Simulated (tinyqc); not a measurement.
Inside a calculation (part 1 of 3). Method: coupled-perturbed Hartree-Fock on RHF in the sto-3g basis, for BH3, spin multiplicity 1. Computed by tinyqc, a small Python program that keeps every step (integrals from PySCF). Settings: charge = 0, multiplicity = 1, basis = sto-3g, method = RHF, energy threshold = 1e-10, iteration cap = 78, orthogonalisation = symmetric, start = atomic densities, DIIS depth = 6. Command: `OMP_NUM_THREADS=1 python tinyqc.py 31608 31609 out.jsonl` (the two numbers bound the seeds that draw the settings). One thread of a shared host (Intel(R) Xeon(R) Processor @ 2.60GHz), about 0.2 s of CPU time with the checks. Later iterations appear only in the table of the cycle.

## One-electron integrals

Geometry (angstrom):

| atom | x | y | z |
|---|---|---|---|
| B | 0.000000 | 0.000000 | 0.014000 |
| H | 1.208000 | 0.000000 | 0.000000 |
| H | -0.604000 | 1.046000 | 0.000000 |
| H | -0.604000 | -1.046000 | 0.000000 |

Basis sto-3g: exponents (1/bohr^2) and contraction coefficients of normalised primitives:

| element | l (shell) | exponent | coefficient |
|---|---|---|---|
| B | s (1) | 48.791113 | 0.154329 |
| B | s (1) | 8.887362 | 0.535328 |
| B | s (1) | 2.405267 | 0.444635 |
| B | s (2) | 2.236956 | -0.099967 |
| B | s (2) | 0.519821 | 0.399513 |
| B | s (2) | 0.169062 | 0.700115 |
| B | p (3) | 2.236956 | 0.155916 |
| B | p (3) | 0.519821 | 0.607684 |
| B | p (3) | 0.169062 | 0.391957 |
| H | s (1) | 3.425251 | 0.154329 |
| H | s (1) | 0.623914 | 0.535328 |
| H | s (1) | 0.168855 | 0.444635 |

Overlap, kinetic and nuclear-attraction integrals over the contracted functions; the nuclear repulsion is the sum of Za Zb / Rab.

nuclear repulsion = 7.32976692 hartree

overlap S:
```
           1B 1s     1B 2s     1B 2px     1B 2py     1B 2pz      2H 1s      3H 1s      4H 1s
1B 1s   1.000000  0.269328   0.000000   0.000000   0.000000   0.063808   0.063828   0.063828
1B 2s   0.269328  1.000000   0.000000   0.000000   0.000000   0.466572   0.466642   0.466642
1B 2px  0.000000  0.000000   1.000000   0.000000   0.000000   0.481960  -0.241031  -0.241031
1B 2py  0.000000  0.000000   0.000000   1.000000   0.000000   0.000000   0.417415  -0.417415
1B 2pz  0.000000  0.000000   0.000000   0.000000   1.000000  -0.005586  -0.005587  -0.005587
2H 1s   0.063808  0.466572   0.481960   0.000000  -0.005586   1.000000   0.102273   0.102273
3H 1s   0.063828  0.466642  -0.241031   0.417415  -0.005587   0.102273   1.000000   0.102314
4H 1s   0.063828  0.466642  -0.241031  -0.417415  -0.005587   0.102273   0.102314   1.000000
```

kinetic energy T (hartree):
```
            1B 1s      1B 2s     1B 2px     1B 2py     1B 2pz      2H 1s      3H 1s      4H 1s
1B 1s   10.826302  -0.047967   0.000000   0.000000   0.000000  -0.014381  -0.014381  -0.014381
1B 2s   -0.047967   0.359168   0.000000   0.000000   0.000000   0.083950   0.083983   0.083983
1B 2px   0.000000   0.000000   1.123881   0.000000   0.000000   0.220797  -0.110445  -0.110445
1B 2py   0.000000   0.000000   0.000000   1.123881   0.000000   0.000000   0.191267  -0.191267
1B 2pz   0.000000   0.000000   0.000000   0.000000   1.123881  -0.002559  -0.002560  -0.002560
2H 1s   -0.014381   0.083950   0.220797   0.000000  -0.002559   0.760032  -0.010962  -0.010962
3H 1s   -0.014381   0.083983  -0.110445   0.191267  -0.002560  -0.010962   0.760032  -0.010960
4H 1s   -0.014381   0.083983  -0.110445  -0.191267  -0.002560  -0.010962  -0.010960   0.760032
```

nuclear attraction V (hartree):
```
             1B 1s      1B 2s     1B 2px     1B 2py     1B 2pz      2H 1s      3H 1s      4H 1s
1B 1s   -24.461581  -3.493311   0.000006   0.000000   0.000627  -0.833101  -0.833368  -0.833368
1B 2s    -3.493311  -5.042324   0.000043   0.000000   0.005505  -2.056194  -2.056602  -2.056602
1B 2px    0.000006   0.000043  -5.071174   0.000000  -0.000001  -2.004104   1.002331   1.002331
1B 2py    0.000000   0.000000   0.000000  -5.071171   0.000000   0.000000  -1.735806   1.735806
1B 2pz    0.000627   0.005505  -0.000001   0.000000  -4.893977   0.024338   0.024345   0.024345
2H 1s    -0.833101  -2.056194  -2.004104   0.000000   0.024338  -3.892932  -0.436108  -0.436108
3H 1s    -0.833368  -2.056602   1.002331  -1.735806   0.024345  -0.436108  -3.893190  -0.436285
4H 1s    -0.833368  -2.056602   1.002331   1.735806   0.024345  -0.436108  -0.436285  -3.893190
```

core Hamiltonian H = T + V (hartree):
```
             1B 1s      1B 2s     1B 2px     1B 2py     1B 2pz      2H 1s      3H 1s      4H 1s
1B 1s   -13.635279  -3.541278   0.000006   0.000000   0.000627  -0.847483  -0.847749  -0.847749
1B 2s    -3.541278  -4.683156   0.000043   0.000000   0.005505  -1.972244  -1.972619  -1.972619
1B 2px    0.000006   0.000043  -3.947293   0.000000  -0.000001  -1.783307   0.891886   0.891886
1B 2py    0.000000   0.000000   0.000000  -3.947290   0.000000   0.000000  -1.544539   1.544539
1B 2pz    0.000627   0.005505  -0.000001   0.000000  -3.770097   0.021780   0.021785   0.021785
2H 1s    -0.847483  -1.972244  -1.783307   0.000000   0.021780  -3.132900  -0.447070  -0.447070
3H 1s    -0.847749  -1.972619   0.891886  -1.544539   0.021785  -0.447070  -3.133158  -0.447245
4H 1s    -0.847749  -1.972619   0.891886   1.544539   0.021785  -0.447070  -0.447245  -3.133158
```

## Two-electron integrals

Functions are numbered as in S; the eight-fold symmetry (ij|kl) = (ji|kl) = (kl|ij) leaves the list below.

Two-electron integrals (ij|kl) in chemists' order, unique and non-zero (hartree):
```
(11|11) 2.923513    (21|11) 0.518376    (21|21) 0.109262    (22|11) 0.744229
(22|21) 0.193177    (22|22) 0.544804    (31|31) 0.020264    (32|31) 0.029996
(32|32) 0.120346    (33|11) 0.742491    (33|21) 0.193240    (33|22) 0.544682
(33|33) 0.586773    (41|41) 0.020264    (42|41) 0.029996    (42|42) 0.120346
(43|43) 0.031630    (44|11) 0.742491    (44|21) 0.193240    (44|22) 0.544682
(44|33) 0.523513    (44|44) 0.586773    (51|51) 0.020264    (52|51) 0.029996
(52|52) 0.120346    (53|53) 0.031630    (54|54) 0.031630    (55|11) 0.742491
(55|21) 0.193240    (55|22) 0.544682    (55|33) 0.523513    (55|44) 0.523513
(55|55) 0.586773    (61|11) 0.122555    (61|21) 0.025737    (61|22) 0.045626
(61|31) 0.001887    (61|32) 0.003455    (61|33) 0.046103    (61|44) 0.045401
(61|51) -0.000022   (61|52) -0.000040   (61|53) -0.000008   (61|55) 0.045401
(61|61) 0.006258    (62|11) 0.278276    (62|21) 0.073256    (62|22) 0.225185
(62|31) 0.008084    (62|32) 0.047879    (62|33) 0.237508    (62|44) 0.218921
(62|51) -0.000094   (62|52) -0.000555   (62|53) -0.000215   (62|55) 0.218923
(62|61) 0.018406    (62|62) 0.125050    (63|11) 0.254052    (63|21) 0.067800
(63|22) 0.219968    (63|31) 0.014084    (63|32) 0.077755    (63|33) 0.243214
(63|44) 0.208230    (63|51) -0.000075   (63|52) -0.000499   (63|53) -0.000300
(63|55) 0.208233    (63|61) 0.017928    (63|62) 0.143308    (63|63) 0.175238
(64|41) 0.007571    (64|42) 0.034739    (64|43) 0.009107    (64|54) -0.000106
(64|64) 0.014347    (65|11) -0.002944   (65|21) -0.000786   (65|22) -0.002549
(65|31) -0.000075   (65|32) -0.000499   (65|33) -0.002608   (65|44) -0.002413
(65|51) 0.007572    (65|52) 0.034745    (65|53) 0.009109    (65|55) -0.002624
(65|61) -0.000208   (65|62) -0.001661   (65|63) -0.001865   (65|65) 0.014369
(66|11) 0.431492    (66|21) 0.115742    (66|22) 0.400962    (66|31) 0.016135
(66|32) 0.124750    (66|33) 0.448638    (66|44) 0.376910    (66|51) -0.000187
(66|52) -0.001446   (66|53) -0.000831   (66|55) 0.376919    (66|61) 0.029729
(66|62) 0.279233    (66|63) 0.348814    (66|65) -0.004043   (66|66) 0.774606
(71|11) 0.122594    (71|21) 0.025745    (71|22) 0.045641    (71|31) -0.000944
(71|32) -0.001728   (71|33) 0.045591    (71|41) 0.001635    (71|42) 0.002993
(71|43) -0.000304   (71|44) 0.045942    (71|51) -0.000022   (71|52) -0.000040
(71|53) 4.07e-06    (71|54) -0.000007   (71|55) 0.045416    (71|61) 0.005972
(71|62) 0.016824    (71|63) 0.015184    (71|64) 0.000707    (71|65) -0.000190
(71|66) 0.026378    (71|71) 0.006262    (72|11) 0.278333    (72|21) 0.073271
(72|22) 0.225227    (72|31) -0.004043   (72|32) -0.023946   (72|33) 0.223610
(72|41) 0.007002    (72|42) 0.041469    (72|43) -0.008050   (72|44) 0.232902
(72|51) -0.000094   (72|52) -0.000555   (72|53) 0.000108    (72|54) -0.000187
(72|55) 0.218964    (72|61) 0.016822    (72|62) 0.084561    (72|63) 0.076980
(72|64) 0.010137    (72|65) -0.001096   (72|66) 0.145583    (72|71) 0.018415
(72|72) 0.125091    (73|11) -0.127060   (73|21) -0.033909   (73|22) -0.110012
(73|31) 0.009202    (73|32) 0.045505    (73|33) -0.115348   (73|41) -0.002821
(73|42) -0.018630   (73|43) 0.011520    (73|44) -0.110431   (73|51) 0.000038
(73|52) 0.000249    (73|53) -0.000154   (73|54) 0.000084    (73|55) -0.104142
(73|61) -0.006979   (73|62) -0.029713   (73|63) -0.019395   (73|64) -0.002550
(73|65) 0.000379    (73|66) -0.043468   (73|71) -0.008969   (73|72) -0.071682
(73|73) 0.054594    (74|11) 0.220042    (74|21) 0.058723    (74|22) 0.190517
(74|31) -0.002821   (74|32) -0.018630   (74|33) 0.183982    (74|41) 0.012458
(74|42) 0.067010    (74|43) -0.010844   (74|44) 0.207019    (74|51) -0.000065
(74|52) -0.000432   (74|53) 0.000084    (74|54) -0.000251   (74|55) 0.180353
(74|61) 0.013501    (74|62) 0.071729    (74|63) 0.065016    (74|64) 0.016675
(74|65) -0.000910   (74|66) 0.123689    (74|71) 0.015533    (74|72) 0.124138
(74|73) -0.069689   (74|74) 0.135040    (75|11) -0.002945   (75|21) -0.000786
(75|22) -0.002550   (75|31) 0.000038    (75|32) 0.000249    (75|33) -0.002462
(75|41) -0.000065   (75|42) -0.000432   (75|43) 0.000084    (75|44) -0.002560
(75|51) 0.007574    (75|52) 0.034753    (75|53) -0.004556   (75|54) 0.007890
(75|55) -0.002625   (75|61) -0.000190   (75|62) -0.001096   (75|63) -0.000978
(75|64) -0.000127   (75|65) 0.008890    (75|66) -0.001979   (75|71) -0.000208
(75|72) -0.001662   (75|73) 0.000933    (75|74) -0.001615   (75|75) 0.014375
(76|11) 0.059094    (76|21) 0.015554    (76|22) 0.048331    (76|31) 0.000725
(76|32) 0.004335    (76|33) 0.048808    (76|41) 0.001256    (76|42) 0.007507
(76|43) 0.000348    (76|44) 0.049210    (76|51) -0.000034   (76|52) -0.000201
(76|53) -0.000029   (76|54) -0.000050   (76|55) 0.046932    (76|61) 0.003772
(76|62) 0.023086    (76|63) 0.024481    (76|64) 0.002510    (76|65) -0.000334
(76|66) 0.046776    (76|71) 0.003773    (76|72) 0.023089    (76|73) -0.010069
(76|74) 0.022458    (76|75) -0.000334   (76|76) 0.005316    (77|11) 0.431537
(77|21) 0.115754    (77|22) 0.400993    (77|31) -0.008070   (77|32) -0.062388
(77|33) 0.394877    (77|41) 0.013975    (77|42) 0.108043    (77|43) -0.031065
(77|44) 0.430736    (77|51) -0.000187   (77|52) -0.001446   (77|53) 0.000416
(77|54) -0.000720   (77|55) 0.376949    (77|61) 0.026373    (77|62) 0.145566
(77|63) 0.128843    (77|64) 0.024205    (77|65) -0.001979   (77|66) 0.252320
(77|71) 0.029742    (77|72) 0.279284    (77|73) -0.174452   (77|74) 0.302114
(77|75) -0.004044   (77|76) 0.046776    (77|77) 0.774606    (81|11) 0.122594
(81|21) 0.025745    (81|22) 0.045641    (81|31) -0.000944   (81|32) -0.001728
(81|33) 0.045591    (81|41) -0.001635   (81|42) -0.002993   (81|43) 0.000304
(81|44) 0.045942    (81|51) -0.000022   (81|52) -0.000040   (81|53) 4.07e-06
(81|54) 0.000007    (81|55) 0.045416    (81|61) 0.005972    (81|62) 0.016824
(81|63) 0.015184    (81|64) -0.000707   (81|65) -0.000190   (81|66) 0.026378
(81|71) 0.005974    (81|72) 0.016828    (81|73) -0.008207   (81|74) 0.012798
(81|75) -0.000190   (81|76) 0.003509    (81|77) 0.026381    (81|81) 0.006262
(82|11) 0.278333    (82|21) 0.073271    (82|22) 0.225227    (82|31) -0.004043
(82|32) -0.023946   (82|33) 0.223610    (82|41) -0.007002   (82|42) -0.041469
(82|43) 0.008050    (82|44) 0.232902    (82|51) -0.000094   (82|52) -0.000555
(82|53) 0.000108    (82|54) 0.000187    (82|55) 0.218964    (82|61) 0.016822
(82|62) 0.084561    (82|63) 0.076980    (82|64) -0.010137   (82|65) -0.001096
(82|66) 0.145583    (82|71) 0.016828    (82|72) 0.084580    (82|73) -0.047283
(82|74) 0.061605    (82|75) -0.001096   (82|76) 0.017058    (82|77) 0.145599
(82|81) 0.018415    (82|82) 0.125091    (83|11) -0.127060   (83|21) -0.033909
(83|22) -0.110012   (83|31) 0.009202    (83|32) 0.045505    (83|33) -0.115348
(83|41) 0.002821    (83|42) 0.018630    (83|43) -0.011520   (83|44) -0.110431
(83|51) 0.000038    (83|52) 0.000249    (83|53) -0.000154   (83|54) -0.000084
(83|55) -0.104142   (83|61) -0.006979   (83|62) -0.029713   (83|63) -0.019395
(83|64) 0.002550    (83|65) 0.000379    (83|66) -0.043468   (83|71) -0.008207
(83|72) -0.047283   (83|73) 0.034722    (83|74) -0.033792   (83|75) 0.000599
(83|76) -0.007442   (83|77) -0.085411   (83|81) -0.008969   (83|82) -0.071682
(83|83) 0.054594    (84|11) -0.220042   (84|21) -0.058723   (84|22) -0.190517
(84|31) 0.002821    (84|32) 0.018630    (84|33) -0.183982   (84|41) 0.012458
(84|42) 0.067010    (84|43) -0.010844   (84|44) -0.207019   (84|51) 0.000065
(84|52) 0.000432    (84|53) -0.000084   (84|54) -0.000251   (84|55) -0.180353
(84|61) -0.013501   (84|62) -0.071729   (84|63) -0.065016   (84|64) 0.016675
(84|65) 0.000910    (84|66) -0.123689   (84|71) -0.012798   (84|72) -0.061605
(84|73) 0.033792    (84|74) -0.037425   (84|75) 0.000783    (84|76) -0.012887
(84|77) -0.099488   (84|81) -0.015533   (84|82) -0.124138   (84|83) 0.069689
(84|84) 0.135040    (85|11) -0.002945   (85|21) -0.000786   (85|22) -0.002550
(85|31) 0.000038    (85|32) 0.000249    (85|33) -0.002462   (85|41) 0.000065
(85|42) 0.000432    (85|43) -0.000084   (85|44) -0.002560   (85|51) 0.007574
(85|52) 0.034753    (85|53) -0.004556   (85|54) -0.007890   (85|55) -0.002625
(85|61) -0.000190   (85|62) -0.001096   (85|63) -0.000978   (85|64) 0.000127
(85|65) 0.008890    (85|66) -0.001979   (85|71) -0.000190   (85|72) -0.001096
(85|73) 0.000599    (85|74) -0.000783   (85|75) 0.008892    (85|76) -0.000240
(85|77) -0.001980   (85|81) -0.000208   (85|82) -0.001662   (85|83) 0.000933
(85|84) 0.001615    (85|85) 0.014375    (86|11) 0.059094    (86|21) 0.015554
(86|22) 0.048331    (86|31) 0.000725    (86|32) 0.004335    (86|33) 0.048808
(86|41) -0.001256   (86|42) -0.007507   (86|43) -0.000348   (86|44) 0.049210
(86|51) -0.000034   (86|52) -0.000201   (86|53) -0.000029   (86|54) 0.000050
(86|55) 0.046932    (86|61) 0.003772    (86|62) 0.023086    (86|63) 0.024481
(86|64) -0.002510   (86|65) -0.000334   (86|66) 0.046776    (86|71) 0.003509
(86|72) 0.017058    (86|73) -0.007442   (86|74) 0.012887    (86|75) -0.000240
(86|76) 0.004156    (86|77) 0.028758    (86|81) 0.003773    (86|82) 0.023089
(86|83) -0.010069   (86|84) -0.022458   (86|85) -0.000334   (86|86) 0.005316
(87|11) 0.059117    (87|21) 0.015560    (87|22) 0.048350    (87|31) -0.001451
(87|32) -0.008674   (87|33) 0.049431    (87|44) 0.048625    (87|51) -0.000034
(87|52) -0.000201   (87|53) 0.000058    (87|55) 0.046950    (87|61) 0.003509
(87|62) 0.017061    (87|63) 0.014885    (87|65) -0.000240   (87|66) 0.028766
(87|71) 0.003774    (87|72) 0.023099    (87|73) -0.014424   (87|74) 0.019956
(87|75) -0.000334   (87|76) 0.004157    (87|77) 0.046797    (87|81) 0.003774
(87|82) 0.023099    (87|83) -0.014424   (87|84) -0.019956   (87|85) -0.000334
(87|86) 0.004157    (87|87) 0.005320    (88|11) 0.431537    (88|21) 0.115754
(88|22) 0.400993    (88|31) -0.008070   (88|32) -0.062388   (88|33) 0.394877
(88|41) -0.013975   (88|42) -0.108043   (88|43) 0.031065    (88|44) 0.430736
(88|51) -0.000187   (88|52) -0.001446   (88|53) 0.000416    (88|54) 0.000720
(88|55) 0.376949    (88|61) 0.026373    (88|62) 0.145566    (88|63) 0.128843
(88|64) -0.024205   (88|65) -0.001979   (88|66) 0.252320    (88|71) 0.026381
(88|72) 0.145599    (88|73) -0.085411   (88|74) 0.099488    (88|75) -0.001980
(88|76) 0.028758    (88|77) 0.252348    (88|81) 0.029742    (88|82) 0.279284
(88|83) -0.174452   (88|84) -0.302114   (88|85) -0.004044   (88|86) 0.046776
(88|87) 0.046797    (88|88) 0.774606
```

## Orthogonalisation

S = U s U^T; symmetric (Loewdin) form X = U s^(-1/2) U^T, so that X^T S X = 1.

eigenvalues of S: 0.263658  0.356317  0.356340  0.953983  1.000203  1.541370  1.541401  1.986729

X:
```
            1B 1s      1B 2s     1B 2px     1B 2py     1B 2pz      2H 1s      3H 1s      4H 1s
1B 1s    1.033501  -0.180365   0.000004   0.000000   0.000455   0.027764   0.027765   0.027765
1B 2s   -0.180365   1.417942  -0.000069   0.000000  -0.004540  -0.337719  -0.337818  -0.337818
1B 2px   0.000004  -0.000069   1.202805   0.000000   0.000001  -0.353708   0.176914   0.176914
1B 2py   0.000000   0.000000   0.000000   1.202814   0.000000   0.000000  -0.306370   0.306370
1B 2pz   0.000455  -0.004540   0.000001   0.000000   1.000053   0.003955   0.003957   0.003957
2H 1s    0.027764  -0.337719  -0.353708   0.000000   0.003955   1.261591  -0.016227  -0.016227
3H 1s    0.027765  -0.337818   0.176914  -0.306370   0.003957  -0.016227   1.261692  -0.016217
4H 1s    0.027765  -0.337818   0.176914   0.306370   0.003957  -0.016227  -0.016217   1.261692
```

## Starting guess

The start is atomic minimal-basis densities projected into this basis (PySCF's MINAO start) and scaled to the electron count of each spin; this density is not idempotent, so its energy is not variational and may lie below the converged one.

D at the start:
```
            1B 1s      1B 2s     1B 2px     1B 2py     1B 2pz      2H 1s      3H 1s      4H 1s
1B 1s    2.163078  -0.505767  -0.000006   0.000000  -0.000705  -0.040783  -0.040787  -0.040787
1B 2s   -0.505767   1.891317   0.000019   0.000000   0.002208   0.144265   0.144274   0.144274
1B 2px  -0.000006   0.000019   0.264029   0.000000   0.000000   0.054094  -0.027047  -0.027047
1B 2py   0.000000   0.000000   0.000000   0.264036   0.000000   0.000000   0.046842  -0.046842
1B 2pz  -0.000705   0.002208   0.000000   0.000000   0.320042  -0.000432  -0.000432  -0.000432
2H 1s   -0.040783   0.144265   0.054094   0.000000  -0.000432   0.937021   0.023046   0.023046
3H 1s   -0.040787   0.144274  -0.027047   0.046842  -0.000432   0.023046   0.937011   0.023055
4H 1s   -0.040787   0.144274  -0.027047  -0.046842  -0.000432   0.023046   0.023055   0.937011
```
